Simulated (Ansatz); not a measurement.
**HAl–PH$_{2}$: how the P–H bond energy moves with the basis**

HAl–PH2, doublet; coordinates (Å): Al 0.042 -0.120 1.254; P -0.090 0.068 -1.079; H -0.053 1.262 2.067; H 1.035 0.940 -1.114; H 0.665 -1.101 -1.354. Quantity: P–H bond energy, to HAl–PH (singlet) + H.

Ansatz 0.2.0, basis cc-pVDZ or cc-pVTZ; geometries are PBE0/def2-TZVP minima. Wave-function levels freeze the cores; HF, MP2 and coupled cluster are restricted for singlets and unrestricted otherwise, atoms included, Kohn–Sham unrestricted where that lies lower. The reference is CCSDT(Q) (coupled cluster only where its series has nearly closed). Semilocal and hybrid functionals correlate all electrons outside any core potential and usually lie nearer their basis limit than the reference, so part of their error here is the reference's basis and frozen-core error; RPA and the MP2 part of double hybrids freeze the same cores as the reference. None of these values is a measured one. Energies are electronic, without zero-point terms. No spin–orbit coupling and no scalar relativity. The species are chosen: bound, without strong static correlation by their natural occupations or amplitudes, in their lowest spin state as far as vertical gaps and like structures tell, and with a ladder that closes on the reference, so errors are smaller than for species at large; levels whose determinant breaks symmetry or spin markedly are left out.

```json
{"level": "reference", "cc-pVDZ (kJ/mol)": "244.8 (CCSDT(Q))", "cc-pVTZ (kJ/mol)": "248.6 (CCSDT(Q))"}
{"level": "HF", "cc-pVDZ (kJ/mol)": "254.6", "cc-pVTZ (kJ/mol)": "257.2"}
{"level": "CCSD", "cc-pVDZ (kJ/mol)": "253.4", "cc-pVTZ (kJ/mol)": "258.1"}
{"level": "CCSD(T)", "cc-pVDZ (kJ/mol)": "246.0", "cc-pVTZ (kJ/mol)": "249.4"}
{"level": "PBE", "cc-pVDZ (kJ/mol)": "244.3", "cc-pVTZ (kJ/mol)": "244.6"}
{"level": "r2SCAN", "cc-pVDZ (kJ/mol)": "258.2", "cc-pVTZ (kJ/mol)": "259.4"}
{"level": "B2PLYP", "cc-pVDZ (kJ/mol)": "248.3", "cc-pVTZ (kJ/mol)": "250.4"}
{"level": "RPA-PBE", "cc-pVDZ (kJ/mol)": "248.6", "cc-pVTZ (kJ/mol)": "253.0"}
```

From cc-pVDZ to cc-pVTZ the reference moves by 3.8 kJ/mol and PBE by 0.3; the step from CCSD(T) to the reference is -1.1 in the first and -0.9 in the last.
